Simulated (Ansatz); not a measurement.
A nudged elastic band was laid between two geometries of BH3O + FH (7 atoms, charge 0, multiplicity 1).

All numbers below come from RKS B3LYP/6-31G* (Ansatz 0.2.0).

- movable images: 5
- climbing image: yes
- spring: 5.0 eV/Å²
- optimiser: quadratic models (default)
- start path: through a guess of the saddle point
- force threshold: 0.5 eV/Å
- iteration limit: 60
- end points: relaxed

Image 0:

```xyz
7
Properties=species:S:1:pos:R:3
B -0.174 -0.410 -0.021
O -0.478 0.141 1.189
H -1.099 -0.379 1.722
H 0.586 0.202 -0.702
H -0.665 -1.453 -0.339
F 0.773 2.504 1.329
H 0.271 1.718 1.470
```

Image 6:

```xyz
7
Properties=species:S:1:pos:R:3
B -0.021 0.309 -0.113
O -0.102 -0.037 1.660
H -1.016 0.168 1.925
H 1.150 0.096 -0.286
H -0.842 -0.487 -0.489
F -0.405 1.626 -0.131
H 0.449 0.647 2.082
```

Which bonds break or form, and what moves?

Bonds broken: F6–H7. Bonds formed: B1–F6, O2–H7. BH3O + FH becomes BFH4O.

What energy profile does the band end with?

The forces met the threshold. The highest image is number 4 of 0 to 6, 0.45 eV above the first end and 0.87 eV above the last; the last end lies 0.42 eV below the first. The threshold of 0.5 eV/Å is loose, so the images may lie well off the minimum-energy path. The order of the stationary point at the top wasn't checked. The orbitals stay closed-shell, which can raise the energy where a bond breaks towards radicals; this wasn't checked here.

```json
{"image": "0", "path coordinate (Å)": "0.00", "energy (eV)": "0.00", "F6–H7 (Å)": "0.94", "B1–F6 (Å)": "3.35", "O2–H7 (Å)": "1.77"}
{"image": "1", "path coordinate (Å)": "0.70", "energy (eV)": "0.01", "F6–H7 (Å)": "0.94", "B1–F6 (Å)": "3.23", "O2–H7 (Å)": "1.79"}
{"image": "2", "path coordinate (Å)": "1.40", "energy (eV)": "0.02", "F6–H7 (Å)": "0.94", "B1–F6 (Å)": "2.95", "O2–H7 (Å)": "1.85"}
{"image": "3", "path coordinate (Å)": "2.10", "energy (eV)": "0.06", "F6–H7 (Å)": "0.95", "B1–F6 (Å)": "2.43", "O2–H7 (Å)": "1.85"}
{"image": "4", "path coordinate (Å)": "2.80", "energy (eV)": "0.45", "F6–H7 (Å)": "1.08", "B1–F6 (Å)": "1.72", "O2–H7 (Å)": "1.32"}
{"image": "5", "path coordinate (Å)": "3.69", "energy (eV)": "-0.40", "F6–H7 (Å)": "2.13", "B1–F6 (Å)": "1.38", "O2–H7 (Å)": "0.98"}
{"image": "6", "path coordinate (Å)": "4.58", "energy (eV)": "-0.42", "F6–H7 (Å)": "2.57", "B1–F6 (Å)": "1.37", "O2–H7 (Å)": "0.97"}
```

What is the geometry of the highest image?


```xyz
7
Properties=species:S:1:pos:R:3:forces:R:3
B 0.048 0.055 0.143 -0.18 0.00 -0.07
O -0.014 -0.007 1.638 0.02 -0.39 0.01
H -0.887 -0.319 1.927 0.01 0.01 0.03
H 1.121 -0.159 -0.318 0.08 0.02 0.04
H -0.958 -0.282 -0.416 0.07 0.04 0.04
F -0.034 1.764 0.357 0.00 -0.02 -0.20
H -0.063 1.270 1.317 0.00 0.34 0.15
```

Time of the run: 43 s on 1 thread of Intel(R) Xeon(R) 6975P-C (Granite Rapids), on a shared host, peak memory 0.11 GiB.
